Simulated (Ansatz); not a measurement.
Compare A (`C=C1OC1=N`) with its isomer B (`c1cocn1`).

Program: Ansatz. Geometries: PBE0-D4/def2-TZVP. ΔE: electronic, gas phase. CCSD(T)/CBS is the MP2 limit (def2-TZVPP, def2-QZVPP) plus CCSD(T) − MP2 in def2-TZVPP, frozen cores. DFT in def2-TZVPP. Each species was taken in one conformer, which may not be the lowest.

A:

```xyz
8

C    -0.5371    1.4451   -0.3833
C    -0.0042    0.2497   -0.3205
O     0.6977   -0.6271   -1.1667
C     0.4225   -1.0069    0.1286
N     0.6560   -2.0180    0.8046
H    -1.0303    1.8558    0.4862
H    -0.4896    2.0268   -1.2946
H     0.2848   -1.9253    1.7457
```

B:

```xyz
8

C     0.851   -0.211   -0.526
C     0.455    0.894    0.138
O    -0.771    0.646    0.666
C    -1.050   -0.613    0.285
N    -0.134   -1.175   -0.421
H     1.765   -0.384   -1.070
H     0.880    1.865    0.324
H    -1.996   -1.022    0.603
```

Question: Which isomer does CCSD(T)/CBS put lower? Give the gap. (Estimate.)

Answer: Computed: B, by 206.6 kJ/mol.

Question: Give E(B) − E(A) in kJ/mol with PBE-D4, CCSD/def2-TZVPP, CCSD(T)/def2-TZVPP, B2PLYP, LDA (SPW92), PBE0-D4, ωB97M-V. (Best estimate.)

Answer: Ansatz gave: PBE-D4 -182.0, CCSD/def2-TZVPP -205.9, CCSD(T)/def2-TZVPP -205.1, B2PLYP -198.5, LDA (SPW92) -207.7, PBE0-D4 -200.1, ωB97M-V -202.0. None reverses the order clearly.

Question: Does the order hold for the free energy at 298.15 K (harmonic terms from PBE0-D4)? (An estimate is asked.)

Answer: Computed: Yes: G(B) − G(A) = -193.9 kJ/mol, for one conformer each.

Largest T1 diagnostic: 0.016.

From BLYP to BHLYP (50 % exact exchange), in def2-TZVPP and without D4, E(B) − E(A) moves by −36.5 kJ/mol. The D4 term adds −3.1 kJ/mol with B3LYP and −1.4 kJ/mol with PBE0; it sums over pairs of atoms, weighted by their polarisabilities, and B3LYP, whose exchange is more repulsive, gets the larger term.

B3LYP here is the variant with VWN-RPA as its local correlation; programs differ in this.
